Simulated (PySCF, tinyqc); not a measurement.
Inside a calculation (part 1 of 2). Method: RHF in the sto-6g basis, for H2O, spin multiplicity 1. The lowest restricted solution is unstable here: a spin-polarised one lies 0.0299 hartree lower (PySCF). Computed by tinyqc, a small Python program that keeps every step (integrals from PySCF). Settings: charge = 0, multiplicity = 1, basis = sto-6g, energy threshold = 1e-08, iteration cap = 56, orthogonalisation = symmetric, start = highest core orbitals, DIIS depth = 4, DIIS from iteration = 3, method = RHF. Command: `OMP_NUM_THREADS=1 python tinyqc.py 21756 21757 out.jsonl` (the two numbers bound the seeds that draw the settings). One thread of a shared host (Intel(R) Xeon(R) Processor @ 2.60GHz), about 0.1 s of CPU time with the checks. Later iterations appear only in the table of the cycle.

## One-electron integrals

Geometry (angstrom):
```
atom         x          y         z
O     0.000000   0.000000  0.000000
H     0.000000   1.151000  0.774000
H     0.000000  -1.151000  0.774000
```

Basis sto-6g: exponents (1/bohr^2) and contraction coefficients of normalised primitives:
```
element  l (shell)     exponent  coefficient
O            s (1)  1355.584234     0.009164
O            s (1)   248.544885     0.049361
O            s (1)    69.533902     0.168538
O            s (1)    23.886772     0.370563
O            s (1)     9.275933     0.416492
O            s (1)     3.820341     0.130334
O            s (2)    52.187762    -0.013253
O            s (2)    10.329320    -0.046992
O            s (2)     3.210345    -0.033785
O            s (2)     1.235135     0.250242
O            s (2)     0.536420     0.595117
O            s (2)     0.245881     0.240706
O            p (3)    52.187762     0.003760
O            p (3)    10.329320     0.037679
O            p (3)     3.210345     0.173897
O            p (3)     1.235135     0.418036
O            p (3)     0.536420     0.425860
O            p (3)     0.245881     0.101708
H            s (1)    35.523221     0.009164
H            s (1)     6.513144     0.049361
H            s (1)     1.822143     0.168538
H            s (1)     0.625955     0.370563
H            s (1)     0.243077     0.416492
H            s (1)     0.100112     0.130334
```

Overlap, kinetic and nuclear-attraction integrals over the contracted functions; the nuclear repulsion is the sum of Za Zb / Rab.

nuclear repulsion = 6.33412930 hartree

overlap S, lower triangle:
```
           1O 1s     1O 2s    1O 2px     1O 2py    1O 2pz     2H 1s     3H 1s
1O 1s   1.000000
1O 2s   0.231145  1.000000
1O 2px  0.000000  0.000000  1.000000
1O 2py  0.000000  0.000000  0.000000   1.000000
1O 2pz  0.000000  0.000000  0.000000   0.000000  1.000000
2H 1s   0.020536  0.245370  0.000000   0.194207  0.130596  1.000000
3H 1s   0.020536  0.245370  0.000000  -0.194207  0.130596  0.073099  1.000000
```

kinetic energy T (hartree), lower triangle:
```
            1O 1s     1O 2s    1O 2px     1O 2py    1O 2pz      2H 1s     3H 1s
1O 1s   29.327197
1O 2s   -0.896024  0.842618
1O 2px   0.000000  0.000000  2.531309
1O 2py   0.000000  0.000000  0.000000   2.531309
1O 2pz   0.000000  0.000000  0.000000   0.000000  2.531309
2H 1s   -0.005843  0.005455  0.000000   0.053110  0.035714   0.768522
3H 1s   -0.005843  0.005455  0.000000  -0.053110  0.035714  -0.011583  0.768522
```

nuclear attraction V (hartree), lower triangle:
```
             1O 1s      1O 2s     1O 2px     1O 2py     1O 2pz      2H 1s      3H 1s
1O 1s   -62.021347
1O 2s    -6.327652  -9.762722
1O 2px    0.000000   0.000000  -9.730098
1O 2py    0.000000   0.000000   0.000000  -9.796675
1O 2pz   -0.008729  -0.103571   0.000000   0.000000  -9.760204
2H 1s    -0.640175  -1.703443   0.000000  -1.176805  -0.808345  -4.502027
3H 1s    -0.640175  -1.703443   0.000000   1.176805  -0.808345  -0.370351  -4.502027
```

core Hamiltonian H = T + V (hartree), lower triangle:
```
             1O 1s      1O 2s     1O 2px     1O 2py     1O 2pz      2H 1s      3H 1s
1O 1s   -32.694149
1O 2s    -7.223676  -8.920103
1O 2px    0.000000   0.000000  -7.198789
1O 2py    0.000000   0.000000   0.000000  -7.265366
1O 2pz   -0.008729  -0.103571   0.000000   0.000000  -7.228896
2H 1s    -0.646017  -1.697988   0.000000  -1.123695  -0.772630  -3.733505
3H 1s    -0.646017  -1.697988   0.000000   1.123695  -0.772630  -0.381934  -3.733505
```

## Two-electron integrals

Functions are numbered as in S; the eight-fold symmetry (ij|kl) = (ji|kl) = (kl|ij) leaves the list below.

Two-electron integrals (ij|kl) in chemists' order, unique and non-zero (hartree):
```
(11|11) 4.787491    (21|11) 0.675884    (21|21) 0.121505    (22|11) 1.117379
(22|21) 0.249212    (22|22) 0.817383    (31|31) 0.025762    (32|31) 0.039145
(32|32) 0.180664    (33|11) 1.117381    (33|21) 0.249212    (33|22) 0.817382
(33|33) 0.880663    (41|41) 0.025762    (42|41) 0.039145    (42|42) 0.180664
(43|43) 0.047461    (44|11) 1.117381    (44|21) 0.249212    (44|22) 0.817382
(44|33) 0.785741    (44|44) 0.880663    (51|51) 0.025762    (52|51) 0.039145
(52|52) 0.180664    (53|53) 0.047461    (54|54) 0.047461    (55|11) 1.117381
(55|21) 0.249212    (55|22) 0.817382    (55|33) 0.785741    (55|44) 0.785741
(55|55) 0.880663    (61|11) 0.063708    (61|21) 0.010994    (61|22) 0.022113
(61|33) 0.022068    (61|41) 0.000447    (61|42) 0.000882    (61|44) 0.022161
(61|51) 0.000300    (61|52) 0.000593    (61|54) 0.000063    (61|55) 0.022110
(61|61) 0.001014    (62|11) 0.182860    (62|21) 0.041492    (62|22) 0.154356
(62|33) 0.151668    (62|41) 0.002765    (62|42) 0.021838    (62|44) 0.157221
(62|51) 0.001859    (62|52) 0.014685    (62|54) 0.003735    (62|55) 0.154179
(62|61) 0.003788    (62|62) 0.039282    (63|31) 0.004221    (63|32) 0.024982
(63|43) 0.004334    (63|53) 0.002915    (63|63) 0.005030    (64|11) 0.120942
(64|21) 0.027789    (64|22) 0.110060    (64|33) 0.105442    (64|41) 0.005758
(64|42) 0.038999    (64|44) 0.117680    (64|51) 0.001034    (64|52) 0.009425
(64|54) 0.005315    (64|55) 0.107056    (64|61) 0.002631    (64|62) 0.033994
(64|64) 0.034011    (65|11) 0.081329    (65|21) 0.018687    (65|22) 0.074011
(65|33) 0.070906    (65|41) 0.001034    (65|42) 0.009425    (65|44) 0.073305
(65|51) 0.004916    (65|52) 0.031320    (65|54) 0.005948    (65|55) 0.077820
(65|61) 0.001769    (65|62) 0.022860    (65|64) 0.019489    (65|65) 0.018135
(66|11) 0.378977    (66|21) 0.087524    (66|22) 0.374100    (66|33) 0.361724
(66|41) 0.006170    (66|42) 0.069260    (66|44) 0.387291    (66|51) 0.004149
(66|52) 0.046574    (66|54) 0.017192    (66|55) 0.373285    (66|61) 0.008021
(66|62) 0.131867    (66|64) 0.129383    (66|65) 0.087005    (66|66) 0.774999
(71|11) 0.063708    (71|21) 0.010994    (71|22) 0.022113    (71|33) 0.022068
(71|41) -0.000447   (71|42) -0.000882   (71|44) 0.022161    (71|51) 0.000300
(71|52) 0.000593    (71|54) -0.000063   (71|55) 0.022110    (71|61) 0.000997
(71|62) 0.003645    (71|64) 0.002347    (71|65) 0.001707    (71|66) 0.007685
(71|71) 0.001014    (72|11) 0.182860    (72|21) 0.041492    (72|22) 0.154356
(72|33) 0.151668    (72|41) -0.002765   (72|42) -0.021838   (72|44) 0.157221
(72|51) 0.001859    (72|52) 0.014685    (72|54) -0.003735   (72|55) 0.154179
(72|61) 0.003645    (72|62) 0.029424    (72|64) 0.018189    (72|65) 0.016648
(72|66) 0.076658    (72|71) 0.003788    (72|72) 0.039282    (73|31) 0.004221
(73|32) 0.024982    (73|43) -0.004334   (73|53) 0.002915    (73|63) 0.003565
(73|73) 0.005030    (74|11) -0.120942   (74|21) -0.027789   (74|22) -0.110060
(74|33) -0.105442   (74|41) 0.005758    (74|42) 0.038999    (74|44) -0.117680
(74|51) -0.001034   (74|52) -0.009425   (74|54) 0.005315    (74|55) -0.107056
(74|61) -0.002347   (74|62) -0.018189   (74|64) -0.008152   (74|65) -0.010129
(74|66) -0.045935   (74|71) -0.002631   (74|72) -0.033994   (74|74) 0.034011
(75|11) 0.081329    (75|21) 0.018687    (75|22) 0.074011    (75|33) 0.070906
(75|41) -0.001034   (75|42) -0.009425   (75|44) 0.073305    (75|51) 0.004916
(75|52) 0.031320    (75|54) -0.005948   (75|55) 0.077820    (75|61) 0.001707
(75|62) 0.016648    (75|64) 0.010129    (75|65) 0.012805    (75|66) 0.046512
(75|71) 0.001769    (75|72) 0.022860    (75|74) -0.019489   (75|75) 0.018135
(76|11) 0.037197    (76|21) 0.008531    (76|22) 0.034569    (76|33) 0.033836
(76|44) 0.034514    (76|51) 0.000590    (76|52) 0.005623    (76|55) 0.035357
(76|61) 0.000768    (76|62) 0.008693    (76|64) 0.006651    (76|65) 0.005712
(76|66) 0.031408    (76|71) 0.000768    (76|72) 0.008693    (76|74) -0.006651
(76|75) 0.005712    (76|76) 0.002554    (77|11) 0.378977    (77|21) 0.087524
(77|22) 0.374100    (77|33) 0.361724    (77|41) -0.006170   (77|42) -0.069260
(77|44) 0.387291    (77|51) 0.004149    (77|52) 0.046574    (77|54) -0.017192
(77|55) 0.373285    (77|61) 0.007685    (77|62) 0.076658    (77|64) 0.045935
(77|65) 0.046512    (77|66) 0.229610    (77|71) 0.008021    (77|72) 0.131867
(77|74) -0.129383   (77|75) 0.087005    (77|76) 0.031408    (77|77) 0.774999
```

## Orthogonalisation

S = U s U^T; symmetric (Loewdin) form X = U s^(-1/2) U^T, so that X^T S X = 1.

eigenvalues of S: 0.592347  0.686379  0.900491  1.000000  1.092017  1.240523  1.488244

X, lower triangle:
```
            1O 1s      1O 2s    1O 2px     1O 2py     1O 2pz      2H 1s     3H 1s
1O 1s    1.021583
1O 2s   -0.125263   1.070939
1O 2px   0.000000   0.000000  1.000000
1O 2py   0.000000   0.000000  0.000000   1.032040
1O 2pz  -0.002930   0.026024  0.000000   0.000000   1.013523
2H 1s    0.012289  -0.130931  0.000000  -0.108361  -0.068307   1.048275
3H 1s    0.012289  -0.130931  0.000000   0.108361  -0.068307  -0.024552  1.048275
```

## Starting guess

The start is the highest orbitals of the core Hamiltonian (a deliberately bad start); D = 2 C_occ C_occ^T.

D at the start, lower triangle:
```
            1O 1s      1O 2s    1O 2px     1O 2py     1O 2pz      2H 1s     3H 1s
1O 1s    0.006656
1O 2s   -0.037217   0.235184
1O 2px   0.000000   0.000000  2.000000
1O 2py   0.000000   0.000000  0.000000   2.177183
1O 2pz   0.092832  -0.386534  0.000000   0.000000   1.943666
2H 1s    0.036869  -0.359650  0.000000  -0.456171  -0.237102   2.248676
3H 1s    0.036869  -0.359650  0.000000   0.456171  -0.237102  -0.100208  2.248676
```

## Iteration 1: building the Fock matrix

J_ij = sum D_kl (ij|kl), K_ij = sum D_kl (ik|jl); F = H + J - 0.5 K; E = tr D H + tr D J / 2 - 0.25 tr D K + E_nn.

Coulomb J (hartree), lower triangle:
```
            1O 1s     1O 2s    1O 2px     1O 2py    1O 2pz     2H 1s     3H 1s
1O 1s    8.229127
1O 2s    1.844876  6.369916
1O 2px   0.000000  0.000000  6.325805
1O 2py   0.000000  0.000000  0.000000   6.424888
1O 2pz  -0.016115  0.007995  0.000000   0.000000  6.359039
2H 1s    0.163538  1.320680  0.000000   0.995924  0.675160  4.221593
3H 1s    0.163538  1.320680  0.000000  -0.995924  0.675160  0.325840  4.221593
```

exchange K (hartree), lower triangle:
```
            1O 1s      1O 2s    1O 2px     1O 2py    1O 2pz     2H 1s     3H 1s
1O 1s    0.164656
1O 2s    0.236959   1.181367
1O 2px   0.000000   0.000000  1.972569
1O 2py   0.000000   0.000000  0.000000   2.023853
1O 2pz  -0.019390  -0.421792  0.000000   0.000000  1.899718
2H 1s    0.025359   0.276365  0.000000   0.339571  0.157069  1.596746
3H 1s    0.025359   0.276365  0.000000  -0.339571  0.157069  0.076668  1.596746
```

Fock matrix F (hartree), lower triangle:
```
             1O 1s      1O 2s     1O 2px     1O 2py     1O 2pz      2H 1s      3H 1s
1O 1s   -24.547351
1O 2s    -5.497280  -3.140871
1O 2px    0.000000   0.000000  -1.859269
1O 2py    0.000000   0.000000   0.000000  -1.852404
1O 2pz   -0.015149   0.115320   0.000000   0.000000  -1.819716
2H 1s    -0.495159  -0.515491   0.000000  -0.297557  -0.176005  -0.310284
3H 1s    -0.495159  -0.515491   0.000000   0.297557  -0.176005  -0.094428  -0.310284
```

total energy of this density = -28.37620274 hartree

## Iteration 1: diagonalisation and new density

Diagonalise F' = X^T F X, C = X C', fill 5 alpha and 5 beta electrons from the bottom; D = 2 C_occ C_occ^T. Each column has its largest component positive (the first on a tie).

F' = X^T F X (hartree), lower triangle:
```
            1          2          3          4          5          6          7
1  -24.282388
2   -2.434425  -2.262094
3    0.000000   0.000000  -1.859269
4    0.000000   0.000000   0.000000  -1.844972
5   -0.033174   0.127978   0.000000   0.000000  -1.816359
6   -0.068705  -0.161371   0.000000  -0.104190  -0.058597  -0.184776
7   -0.068705  -0.161371   0.000000   0.104190  -0.058597  -0.031199  -0.184776
```

orbital energies (hartree): MO1 -24.548933, MO2 -2.078197, MO3 -1.859269, MO4 -1.857713, MO5 -1.766092, MO6 -0.183592, MO7 -0.140836

coefficients C:
```
              MO1        MO2       MO3        MO4        MO5        MO6        MO7
1O 1s    1.002002  -0.209717  0.000000   0.000000  -0.099678   0.041352   0.000000
1O 2s   -0.009086   0.945460  0.000000   0.000000   0.450599  -0.317092   0.000000
1O 2px   0.000000   0.000000  1.000000   0.000000   0.000000   0.000000   0.000000
1O 2py   0.000000   0.000000  0.000000   1.015003   0.000000   0.000000  -0.241579
1O 2pz   0.000301  -0.413822  0.000000   0.000000   0.916774  -0.159758   0.000000
2H 1s    0.001548  -0.027475  0.000000  -0.042610  -0.039463   0.737326   0.765118
3H 1s    0.001548  -0.027475  0.000000   0.042610  -0.039463   0.737326  -0.765118
```

D after iteration 1, lower triangle:
```
            1O 1s      1O 2s    1O 2px     1O 2py     1O 2pz     2H 1s     3H 1s
1O 1s    2.115848
1O 2s   -0.504596   2.194034
1O 2px   0.000000   0.000000  2.000000
1O 2py   0.000000   0.000000  0.000000   2.060463
1O 2pz  -0.008590   0.043685  0.000000   0.000000   2.023448
2H 1s    0.022493  -0.087546  0.000000  -0.086498  -0.049617  0.008260
3H 1s    0.022493  -0.087546  0.000000   0.086498  -0.049617  0.000998  0.008260
```

## Iteration 2: building the Fock matrix

As before.

Coulomb J (hartree), lower triangle:
```
            1O 1s     1O 2s    1O 2px     1O 2py    1O 2pz     2H 1s     3H 1s
1O 1s   18.587170
1O 2s    3.345012  8.780364
1O 2px   0.000000  0.000000  8.780653
1O 2py   0.000000  0.000000  0.000000   8.780169
1O 2pz   0.001090  0.001326  0.000000   0.000000  8.780266
2H 1s    0.304515  1.601297  0.000000   1.122429  0.754733  3.744064
3H 1s    0.304515  1.601297  0.000000  -1.122429  0.754733  0.350864  3.744064
```

exchange K (hartree), lower triangle:
```
           1O 1s     1O 2s    1O 2px     1O 2py    1O 2pz     2H 1s     3H 1s
1O 1s   9.872513
1O 2s   1.586644  2.838010
1O 2px  0.000000  0.000000  2.356184
1O 2py  0.000000  0.000000  0.000000   2.362554
1O 2pz  0.000235  0.006243  0.000000   0.000000  2.358374
2H 1s   0.157925  0.477107  0.000000   0.268959  0.182602  0.155145
3H 1s   0.157925  0.477107  0.000000  -0.268959  0.182602  0.068457  0.155145
```

Fock matrix F (hartree), lower triangle:
```
             1O 1s      1O 2s    1O 2px     1O 2py     1O 2pz      2H 1s      3H 1s
1O 1s   -19.043236
1O 2s    -4.671987  -1.558744
1O 2px    0.000000   0.000000  0.403771
1O 2py    0.000000   0.000000  0.000000   0.333526
1O 2pz   -0.007757  -0.105366  0.000000   0.000000   0.372184
2H 1s    -0.420464  -0.335245  0.000000  -0.135745  -0.109198  -0.067013
3H 1s    -0.420464  -0.335245  0.000000   0.135745  -0.109198  -0.065298  -0.067013
```

total energy of this density = -74.19399705 hartree

## Iteration 2: diagonalisation and new density

As before.

F' = X^T F X (hartree), lower triangle:
```
            1          2         3          4          5          6         7
1  -18.721983
2   -2.444041  -0.681229
3    0.000000   0.000000  0.403771
4    0.000000   0.000000  0.000000   0.415923
5   -0.009378  -0.053360  0.000000   0.000000   0.407351
6   -0.029805  -0.193790  0.000000  -0.190585  -0.127013   0.045024
7   -0.029805  -0.193790  0.000000   0.190585  -0.127013  -0.023957  0.045024
```

orbital energies (hartree): MO1 -19.047555, MO2 -0.511978, MO3 -0.078074, MO4 0.103307, MO5 0.403771, MO6 0.481433, MO7 0.562979

coefficients C:
```
              MO1        MO2        MO3        MO4       MO5        MO6        MO7
1O 1s    0.996177  -0.218372   0.000000  -0.137324  0.000000  -0.026865   0.000000
1O 2s    0.016430   0.848159   0.000000   0.669382  0.000000   0.172767   0.000000
1O 2px   0.000000   0.000000   0.000000   0.000000  1.000000   0.000000   0.000000
1O 2py   0.000000   0.000000   0.359775   0.000000  0.000000   0.000000   0.979364
1O 2pz   0.001024   0.120599   0.000000  -0.294245  0.000000   0.967534   0.000000
2H 1s   -0.002192   0.223874   0.614032  -0.605512  0.000000  -0.359437  -0.458460
3H 1s   -0.002192   0.223874  -0.614032  -0.605512  0.000000  -0.359437   0.458460
```

D after iteration 2, lower triangle:
```
            1O 1s      1O 2s    1O 2px     1O 2py    1O 2pz     2H 1s     3H 1s
1O 1s    2.117825
1O 2s   -0.521538   2.335432
1O 2px   0.000000   0.000000  2.000000
1O 2py   0.000000   0.000000  0.000000   0.258876
1O 2pz   0.030183  -0.189316  0.000000   0.000000  0.202250
2H 1s    0.064160  -0.430949  0.000000   0.441827  0.410331  1.587611
3H 1s    0.064160  -0.430949  0.000000  -0.441827  0.410331  0.079468  1.587611
```

## Iteration 10 (converged): orbitals

converged F (hartree), lower triangle:
```
             1O 1s      1O 2s     1O 2px     1O 2py     1O 2pz      2H 1s      3H 1s
1O 1s   -20.551296
1O 2s    -4.966907  -2.275729
1O 2px    0.000000   0.000000  -0.396933
1O 2py    0.000000   0.000000   0.000000  -0.144376
1O 2pz   -0.017974  -0.015680   0.000000   0.000000  -0.191015
2H 1s    -0.446754  -0.481493   0.000000  -0.288628  -0.233905  -0.237221
3H 1s    -0.446754  -0.481493   0.000000   0.288628  -0.233905  -0.084217  -0.237221
```

As before.

F' = X^T F X (hartree), lower triangle:
```
            1          2          3          4          5          6          7
1  -20.231950
2   -2.484068  -1.367880
3    0.000000   0.000000  -0.396933
4    0.000000   0.000000   0.000000  -0.028257
5   -0.032540   0.063924   0.000000   0.000000  -0.133056
6   -0.029267  -0.247708   0.000000  -0.292414  -0.221642  -0.067799
7   -0.029267  -0.247708   0.000000   0.292414  -0.221642  -0.022523  -0.067799
```

orbital energies (hartree): MO1 -20.553968, MO2 -1.157082, MO3 -0.450391, MO4 -0.396933, MO5 -0.383852, MO6 0.271694, MO7 0.376858

coefficients C:
```
              MO1        MO2        MO3       MO4        MO5        MO6        MO7
1O 1s    0.997085  -0.238404   0.000000  0.000000   0.060503  -0.070421   0.000000
1O 2s    0.012611   0.965702   0.000000  0.000000  -0.323980   0.399827   0.000000
1O 2px   0.000000   0.000000   0.000000  1.000000   0.000000   0.000000   0.000000
1O 2py   0.000000   0.000000   0.612747  0.000000   0.000000   0.000000   0.844472
1O 2pz   0.001290   0.028433   0.000000  0.000000   0.732967   0.706538   0.000000
2H 1s   -0.001661   0.100317   0.466073  0.000000   0.395415  -0.616072  -0.608274
3H 1s   -0.001661   0.100317  -0.466073  0.000000   0.395415  -0.616072   0.608274
```

D after iteration 10, lower triangle:
```
            1O 1s      1O 2s    1O 2px     1O 2py    1O 2pz      2H 1s     3H 1s
1O 1s    2.109350
1O 2s   -0.474509   2.075406
1O 2px   0.000000   0.000000  2.000000
1O 2py   0.000000   0.000000  0.000000   0.750918
1O 2pz   0.077708  -0.419985  0.000000   0.000000  1.076101
2H 1s   -0.003296  -0.062502  0.000000   0.571170  0.585353   0.767287
3H 1s   -0.003296  -0.062502  0.000000  -0.571170  0.585353  -0.101609  0.767287
```

## Convergence

Stop when the energy changes by less than 1e-08 hartree and every element of the error matrix X^T (F D S - S D F) X is below 3e-05.

Course of the cycle:
```
iteration   E (hartree)     change  largest element of the error matrix
1          -28.37620274          -                             3.12e-01
2          -74.19399705  -4.58e+01                             4.18e-01
3          -74.94157601  -7.48e-01                             4.77e-01
4          -75.33102493  -3.89e-01                             3.10e-01
5          -75.48608187  -1.55e-01                             3.54e-02
6          -75.48887003  -2.79e-03                             1.10e-02
7          -75.48931252  -4.42e-04                             5.67e-03
8          -75.48935658  -4.41e-05                             2.30e-04
9          -75.48935666  -8.07e-08                             2.75e-06
10         -75.48935666  -1.60e-11                             2.73e-08
```

PySCF RHF in the same basis = -75.48935666 hartree

Converged in 10 iterations.
